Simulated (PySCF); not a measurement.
B3LYP has the VWN-RPA correlation part, as in Gaussian. Excitations are Tamm–Dancoff values on a coarser integration grid. The basis has no diffuse functions, so Rydberg states are missing or too high.

AlF3, SMILES `[F][Al]([F])[F]` (charge 0, multiplicity 1)

Method: B3LYP-D3(BJ)/def2-TZVP // PBE0-D3(BJ)/def2-TZVP in PySCF.

```
Quantity                                                       Value
-------------------------------------------  -----------------------
HOMO                                                       -11.42 eV
dipole moment                                                 0.00 D
HOMO–LUMO gap                                                9.53 eV
LUMO                                                        -1.89 eV
S1 excitation (TDA)                                          8.16 eV
S1 oscillator strength                                         0.000
brightest of the four lowest singlets (TDA)                  8.96 eV
T1 excitation (TDA)                                          7.93 eV
S1–T1 gap (TDA)                                              0.23 eV
total energy                                            -542.3609 Ha
cost                                         roughly 30 core-seconds
```

Bond lengths (Å): F1–Al2 1.629, Al2–F3 1.629, Al2–F4 1.629. Bond angles (°): F1–Al2–F3 120.0, F1–Al2–F4 120.0, F3–Al2–F4 120.0.
